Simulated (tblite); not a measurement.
CH3ClO2S.
SMILES: `CS(=O)(=O)Cl`

Computed values, GFN2-xTB/tblite, gas phase, harmonic and unscaled. Against measured fundamentals such values can be off by several per cent, at times by over 20.

Harmonic wavenumbers (cm⁻¹): 131.3, 208.3, 253.4, 303.0, 325.3, 439.9, 499.5, 704.5, 830.3, 852.7, 1139.6, 1250.9, 1302.7, 1401.1, 1407.0, 3064.3, 3085.9, 3099.2.

A = 4574, B = 2790, C = 2637 MHz; mass 113.954 u (most abundant isotopes); point group Cs, symmetry number 1.

**Question.** Zero-point energy?

**Answer.** ½Σν̃ = 10149 cm⁻¹ = 121.42 kJ/mol.

**Question.** Give the ideal-gas entropy at 273.15 K and 1 bar in the rigid-rotor, harmonic-oscillator model (classical rotation).

**Answer.** Translation 166.10, rotation 110.45, vibration 43.78: S = 320.3 J/(mol K).

**Question.** And Cp and H(273.15 K) − H(0)?

**Answer.** Cp = 88.62 J/(mol K), of which vibrations give 55.36 (their classical limit is 18 R = 149.7); H(273.15 K) − H(0) = 16.35 kJ/mol without the zero-point energy, 7.27 from vibrations.

**Question.** Blend soft modes into free rotors: weight 1/[1 + (100 cm⁻¹/ν̃)⁴] for the oscillator and the rest for a rotor with moment μB/(μ + B), μ = h/(8π²ν), B = 10⁻⁴⁴ kg m². What vibrational entropy results?

**Answer.** 43.61 J/(mol K) in place of 43.78, which changes −T·S at 273.15 K by +0.05 kJ/mol.

**Question.** How do the functions run with temperature in this model?

**Answer.** 
```json
{"T (K)": "50", "S (J/(mol K))": "221.2", "Cp (J/(mol K))": "37.3", "H − H(0) (kJ/mol)": "1.71", "G − H(0) (kJ/mol)": "-9.35", "ln q(vib)": "0.03"}
{"T (K)": "100", "S (J/(mol K))": "251.2", "Cp (J/(mol K))": "51.4", "H − H(0) (kJ/mol)": "3.92", "G − H(0) (kJ/mol)": "-21.21", "ln q(vib)": "0.27"}
{"T (K)": "298.15", "S (J/(mol K))": "328.3", "Cp (J/(mol K))": "92.7", "H − H(0) (kJ/mol)": "18.62", "G − H(0) (kJ/mol)": "-79.25", "ln q(vib)": "2.36"}
{"T (K)": "373.15", "S (J/(mol K))": "350.3", "Cp (J/(mol K))": "103.7", "H − H(0) (kJ/mol)": "25.99", "G − H(0) (kJ/mol)": "-104.71", "ln q(vib)": "3.24"}
{"T (K)": "500", "S (J/(mol K))": "382.8", "Cp (J/(mol K))": "118.6", "H − H(0) (kJ/mol)": "40.14", "G − H(0) (kJ/mol)": "-151.27", "ln q(vib)": "4.71"}
{"T (K)": "750", "S (J/(mol K))": "434.9", "Cp (J/(mol K))": "137.9", "H − H(0) (kJ/mol)": "72.42", "G − H(0) (kJ/mol)": "-253.76", "ln q(vib)": "7.39"}
{"T (K)": "1000", "S (J/(mol K))": "476.3", "Cp (J/(mol K))": "150.0", "H − H(0) (kJ/mol)": "108.51", "G − H(0) (kJ/mol)": "-367.84", "ln q(vib)": "9.79"}
```

q(vib) and H(0) count from the zero-point level.

**Question.** Which modes carry the vibrational entropy at 273.15 K?

**Answer.** 131.3 cm⁻¹: 11.54; 208.3 cm⁻¹: 7.95; 253.4 cm⁻¹: 6.50; 303.0 cm⁻¹: 5.26; 325.3 cm⁻¹: 4.78; 439.9 cm⁻¹: 2.97 J/(mol K); the other 12 give 4.77 together.

**Question.** What must be added to the electronic energy to get the Gibbs energy at 273.15 K and 1 bar?

**Answer.** ZPE + [H(273.15 K) − H(0)] − T·S = 121.42 + 16.35 − 87.50 = 50.27 kJ/mol.

Hindered rotation and anharmonicity are outside this model.
